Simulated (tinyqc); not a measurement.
Worked calculation: G0W0 on RHF in the sto-6g basis, for H2O, spin multiplicity 1. One step of it, computed by the program tinyqc.

Question. G0W0 on Hartree-Fock: HOMO. W(p,q,m) = sqrt2 sum_ia (pq|ia) (X+Y)_ia,m; Sigma_c(x) = sum_(i,m) W^2/(x - e_i + w_m) + sum_(a,m) W^2/(x - e_a - w_m); solve x = e_p + Sigma_c(x) by Newton steps; Z = 1/(1 - dSigma/dx); 1 hartree = 27.211386 eV.

orbital energies (hartree): MO1 -20.529521, MO2 -1.235482, MO3 -0.550620, MO4 -0.465797, MO5 -0.398986, MO6 0.508270, MO7 0.585484

Two-electron integrals over orbitals (pq|rs), unique and non-zero (hartree):
```
(11|11) 4.763161    (21|11) -0.435480   (21|21) 0.064313    (22|11) 1.029778
(22|21) -0.015601   (22|22) 0.728129    (31|31) 0.011497    (32|31) 0.017447
(32|32) 0.133295    (33|11) 0.783872    (33|21) -0.004488   (33|22) 0.629406
(33|33) 0.609405    (41|11) 0.183367    (41|21) -0.024953   (41|22) 0.014027
(41|33) 0.005681    (41|41) 0.026361    (42|11) -0.156545   (42|21) 0.009264
(42|22) -0.018331   (42|33) 0.002754    (42|41) 0.016970    (42|42) 0.128856
(43|31) -0.003291   (43|32) 0.023569    (43|43) 0.054885    (44|11) 0.941005
(44|21) -0.011561   (44|22) 0.660820    (44|33) 0.576949    (44|41) -0.008947
(44|42) -0.094218   (44|44) 0.710108    (51|51) 0.026664    (52|51) 0.032885
(52|52) 0.149068    (53|53) 0.027630    (54|51) -0.012803   (54|52) -0.046687
(54|54) 0.050425    (55|11) 1.117097    (55|21) -0.011461   (55|22) 0.754287
(55|33) 0.614842    (55|41) 0.004562    (55|42) -0.081630   (55|44) 0.694094
(55|55) 0.880663    (61|11) -0.210771   (61|21) 0.033501    (61|22) -0.001388
(61|33) 0.000933    (61|41) 0.001312    (61|42) 0.021542    (61|44) -0.016857
(61|55) -0.005104   (61|61) 0.029764    (62|11) 0.283989    (62|21) -0.006610
(62|22) 0.137629    (62|33) 0.073876    (62|41) 0.018997    (62|42) 0.028332
(62|44) 0.064538    (62|55) 0.145728    (62|61) 0.010354    (62|62) 0.098904
(63|31) 0.003207    (63|32) -0.031129   (63|43) -0.033422   (63|63) 0.067748
(64|11) 0.261727    (64|21) -0.002915   (64|22) 0.119709    (64|33) 0.050314
(64|41) -0.000120   (64|42) -0.054654   (64|44) 0.131315    (64|55) 0.145289
(64|61) -0.002374   (64|62) 0.057790    (64|64) 0.096502    (65|51) 0.013282
(65|52) 0.051600    (65|54) 0.004378    (65|65) 0.035346    (66|11) 0.812883
(66|21) -0.007796   (66|22) 0.609965    (66|33) 0.561606    (66|41) 0.018632
(66|42) 0.047165    (66|44) 0.554224    (66|55) 0.590695    (66|61) 0.009308
(66|62) 0.099679    (66|64) 0.052905    (66|66) 0.597466    (71|31) 0.014928
(71|32) 0.021516    (71|43) -0.004393   (71|63) 0.003747    (71|71) 0.019412
(72|31) 0.014568    (72|32) 0.049993    (72|43) -0.034136   (72|63) 0.032079
(72|71) 0.018130    (72|72) 0.065264    (73|11) 0.367043    (73|21) -0.006866
(73|22) 0.154765    (73|33) 0.090379    (73|41) -0.000605   (73|42) -0.083294
(73|44) 0.139409    (73|55) 0.197976    (73|61) -0.006026   (73|62) 0.069491
(73|64) 0.100758    (73|66) 0.044372    (73|73) 0.161254    (74|31) -0.008960
(74|32) -0.076126   (74|43) -0.011447   (74|63) 0.050838    (74|71) -0.011489
(74|72) -0.015387   (74|74) 0.073418    (75|53) 0.023721    (75|75) 0.023913
(76|31) 0.007785    (76|32) 0.085615    (76|43) 0.058763    (76|63) -0.059711
(76|71) 0.009661    (76|72) -0.008275   (76|74) -0.061897   (76|76) 0.110744
(77|11) 0.828003    (77|21) -0.008116   (77|22) 0.607987    (77|33) 0.590097
(77|41) 0.003900    (77|42) -0.013099   (77|44) 0.579014    (77|55) 0.604593
(77|61) -0.003181   (77|62) 0.061857    (77|64) 0.044298    (77|66) 0.559130
(77|73) 0.084100    (77|77) 0.596652
```

excitation energies w (hartree): [0.975389, 1.031188, 1.058372, 1.087669, 1.274264, 1.443329, 1.950915, 1.968588, 21.097239, 21.153805]

X + Y:
```
            1         2          3          4          5          6          7          8
1>6  0.000000  0.000000   0.000020   0.000000   0.000000   0.001640   0.000000  -0.001527
1>7  0.000000  0.000000   0.000000  -0.001666   0.001093   0.000000  -0.003408   0.000000
2>6  0.000000  0.000000  -0.056396   0.000000   0.000000  -0.306815   0.000000   0.902807
2>7  0.000000  0.000000   0.000000  -0.092593  -0.034360   0.000000   0.963244   0.000000
3>6  0.000000  0.000000   0.000000   0.707655   0.631896   0.000000   0.052647   0.000000
3>7  0.000000  0.000000  -0.423536   0.000000   0.000000   0.781751   0.000000   0.180563
4>6  0.000000  0.000000   0.874511   0.000000   0.000000   0.313559   0.000000   0.107499
4>7  0.000000  0.000000   0.000000  -0.681482   0.654145   0.000000  -0.021280   0.000000
5>6  0.964442  0.000000   0.000000   0.000000   0.000000   0.000000   0.000000   0.000000
5>7  0.000000  0.977085   0.000000   0.000000   0.000000   0.000000   0.000000   0.000000

             9         10
1>6   0.998590   0.000000
1>7   0.000000   0.999082
2>6   0.000163   0.000000
2>7   0.000000   0.000297
3>6   0.000000   0.000036
3>7  -0.000062   0.000000
4>6  -0.000021   0.000000
4>7   0.000000  -0.000108
5>6   0.000000   0.000000
5>7   0.000000   0.000000
```

Give: The 12 largest terms at x = e_p; Newton steps; quasiparticle energy of the HOMO; Hartree-Fock value.

Answer.

The 12 largest terms at x = e_p (hartree; W for the signs of X + Y given):
```
q  m       W       term
5  8   0.259      0.034
5  6   0.220      0.034
2  1   0.070   2.73e-03
5  3   0.049   2.31e-03
6  1   0.048  -1.23e-03
3  2   0.033   9.08e-04
7  2   0.033  -5.42e-04
4  1   0.006   3.42e-05
1  1   0.018   1.55e-05
5  9  -0.007   2.45e-06
```

Newton steps (hartree):
```
step       x  Sigma_c(x)      Z
0     -0.399       0.072  0.956
1     -0.330       0.069  0.959
2     -0.330       0.069  0.959
3     -0.330       0.069  0.959
```

quasiparticle energy of the HOMO = -8.986 eV

Hartree-Fock value = -10.857 eV
